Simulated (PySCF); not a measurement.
Molecule: `C(=O)NC=O`, C2H3NO2.

Structure with atom numbers: `[O:1]=[CH:2][NH:3][CH:4]=[O:5]`; H(Xn) means a hydrogen on atom n.

Spin–spin couplings on one PBE0-D3(BJ)/def2-SVP geometry, PySCF 2.14.0 with density-fitted response routines, gas phase, non-relativistic, equivalent pairs averaged; isotopes ¹³C, ¹H, ¹⁵N, ¹⁷O; functional B3LYP.

Task: How do the couplings (Hz) change with the basis set? Times are CPU seconds on shared hosts with different chips, so compare them loosely. Far from the basis limit: 6-31G-J, pcJ-0, 6-31G*, def2-TZVP, cc-pVTZ.

Result: 
| basis set | functions | ¹J(C2,H(C2)) | ¹J(N3,H(N3)) | ¹J(O1,C2) | ¹J(C2,N3) | ²J(N3,H(C2)) | ²J(C2,H(N3)) | ²J(O1,H(C2)) | core-s |
| --- | --- | --- | --- | --- | --- | --- | --- | --- | --- |
| 6-31G-J | 72 | 214.5 | -94.3 | 42.5 | -8.8 | -20.4 | 4.6 | -4.2 | 5.7 |
| pcJ-0 | 74 | 187.4 | -74.2 | 52.9 | -2.1 | -16.8 | 3.6 | -1.6 | 5.4 |
| 6-31G* | 76 | 198.5 | -82.7 | 6.5 | -14.5 | -17.0 | 4.8 | -3.4 | 6.4 |
| pcJ-1 | 165 | 206.0 | -90.3 | 26.2 | -10.3 | -19.8 | 5.0 | -5.6 | 12 |
| def2-TZVP | 173 | 196.3 | -85.1 | 30.0 | -9.0 | -19.4 | 4.5 | -5.3 | 19 |
| cc-pVTZ | 192 | 186.4 | -80.0 | 12.2 | -9.1 | -17.8 | 4.6 | -4.1 | 21 |
| aug-cc-pVTZ-J | 290 | 211.3 | -91.9 | 27.4 | -9.1 | -20.7 | 5.2 | -6.0 | 36 |
| pcJ-2 | 327 | 208.5 | -90.8 | 27.3 | -9.0 | -20.4 | 5.0 | -5.9 | 43 |

The Fermi-contact term samples the wavefunction at the nucleus, which is why sets with added tight s functions (names with J) are made for couplings.
